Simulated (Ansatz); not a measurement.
# AlH₂+ (triplet): from Hartree-Fock to the top rungs at distance Al1–H2 = 1.887 Å, cc-pVQZ

An exercise on one series of results from a longer session: the logs are not shown, and one member is left open.

Program: Ansatz 0.2.0, Gaussian basis. Level of theory: cc-pVQZ, core rule «outside noble gas», up to 5 orbitals frozen. These are calculated values, not measurements.

The runs, in order: UHF; CCSD(T) on ROHF; CCSD(T) on UHF; BCCD(T) on ROHF; CCSDT(Q) on ROHF; CCSDT(Q) on UHF; CASSCF and MRCISD+Q, 4 electrons in 6 orbitals; CASSCF and NEVPT2, 4 electrons in 6 orbitals; Full CI.

4 further runs of the same task are left out: 4 for a known fault of the program. Runs told in other sessions of the task aren't counted.

### What is computed

The geometry derives from a PBE0/def2-TZVP stationary point (not a proven minimum). One bond is set to the value named and the two fragments are kept rigid.

3 atoms, charge 1, spin multiplicity 3.

Atoms are counted from 1 here; the program's logs count them from 0.

Bond lengths: Al1–H2 1.887 Å, Al1–H3 1.722 Å. Angles: H2–Al1–H3 63.0°.

The first run:

in.yaml

```yaml
crystal:
  periodic: [false, false, false]
  atoms:
    - {symbol: Al, position_ang: [0.000000, -0.002992, -0.106980]}
    - {symbol: H, position_ang: [0.000000, 0.982664, 1.502135]}
    - {symbol: H, position_ang: [0.000000, -0.902571, 1.361611]}
basis:
  gaussian: {orbitals: cc-pVQZ}
total_charge: 1
magnetization: {spin_polarized: true, initial_magnetization: 2}
hamiltonian: {xc: hf}
output: {orbitals: {seedname: orbitals}}
```

Started as:

```
$ ansatz run in.yaml --threads 1 --pin off --events-out ev --progress --plain --max-ram 4096MiB --backend cpu
```

Steps of the session up to this table: UHF; CCSD(T) on ROHF; CCSD(T) on UHF; BCCD(T) on ROHF; CCSDT(Q) on ROHF; CCSDT(Q) on UHF; CASSCF and MRCISD+Q, 4 electrons in 6 orbitals; CASSCF and NEVPT2, 4 electrons in 6 orbitals; Full CI.

One table of the session follows, with a row left open; its other results are not shown here.

It belongs to the step «Misses and costs». 

| method | from FCI (kcal/mol) |
| --- | --- |
| ROHF | +44.81 |
| UHF | +38.37 |
| RMP2 | +11.50 |
| UMP2 | +11.20 |
| RCCSD | +1.42 |
| UCCSD | +1.16 |
| RCCSD(T) | +0.33 |
| UCCSD(T) | +0.30 |
| BCCD(T) | +0.33 |
| RCCSDT | +0.02 |
| UCCSDT | -0.02 |
| RCCSDT(Q) | 0.00 |
| UCCSDT(Q) | ? |
| CASSCF valence | +20.30 |
| NEVPT2 valence | +5.35 |
| MRCISD valence | +0.59 |
| MRCISD+Q valence | +0.16 |
| FCI | 0 |

Q: Estimate the row for UCCSDT(Q) from the others.

As computed: from FCI (kcal/mol): -0.03. In the column «from FCI (kcal/mol)» it is the lowest.

Caveats from the session: Levels on UHF freeze UHF's core orbitals, full CI those of ROHF, so the U rows can settle a little off it for that reason alone. Restricted and unrestricted rows rest on different reference determinants; a gap between their highest levels can come from leftover correlation error, from unlike frozen cores or from another state.
